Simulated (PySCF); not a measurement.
# HN2O (Protonated Nitrous Oxide): the cost of one run

The runs use PySCF 2.14.0, with density-fitted response routines of our own; the level of theory stands in each step. All values are computed, except where a source is named. Atoms are numbered from 0 throughout.

### 1 The molecule as given

4 atoms, charge 1, multiplicity 1; geometry from: GFN2-xTB. The atoms were then displaced at random by about 0.01 Å, so the start is not that level's minimum.

Bonds of the start (Å): N0–N1 1.12, N1–O2 1.22, O2–H3 0.96.

### 2 Optimising the geometry at PBE0-D3(BJ)/def2-TZVP

What the job is given:

```
{"job": {"xc": "PBE0", "basis": "def2-TZVP", "d3": "d3bj", "grid": 2, "shake": 0.01, "kind": "geom"}, "charge": 1, "multiplicity": 1}
N      1.594680    -0.138860    -0.274780
N      0.484420    -0.096340    -0.169640
O     -0.717330    -0.145470     0.040940
H     -1.323770     0.355300    -0.501180
```

Started as:

```
$ OMP_NUM_THREADS=1 python probes_run.py task.json out
```

The driver reads the jobs from task.json and runs them one after another.

Q: Estimate the wall time and peak memory of this first job on 1 thread of Arm Neoverse V1, shared host.

About 11 s, with a peak of 0.38 GiB.
